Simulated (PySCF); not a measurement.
Homolysis of single bonds, series SiH2(OH)-X. Isolated molecules, 0 K electronic values unless said otherwise. One relaxed conformer stands for each flexible species; it need not be the lowest. Strings in code marks are SMILES.

The numbers are results of B3LYP-D3(BJ)/def2-TZVP // PBE0-D4/def2-TZVP (PySCF), not measurements. B3LYP has the VWN-RPA correlation part, as in Gaussian. 

```csv
species,highest occupied spin orbital (eV)
radical fragment (`[OH]`),-8.84
radical fragment (`O[SiH2]`),-5.89
"whole molecule (`O[SiH2]O` (H–O–Si–O torsion -66°, O–Si–O–H torsion -66°))",–
radical fragment (`CN(C)[SiH2]`),-4.82
radical fragment (`O=[CH]`),-6.14
radical fragment (`O=[C]O` (O–C–O–H torsion 0°)),-6.89
radical fragment (`[SiH2]SC`),-5.51
"whole molecule (`C=C[SiH2]O` (C–C–Si–O torsion 6°, C–Si–O–H torsion 73°))",–
```
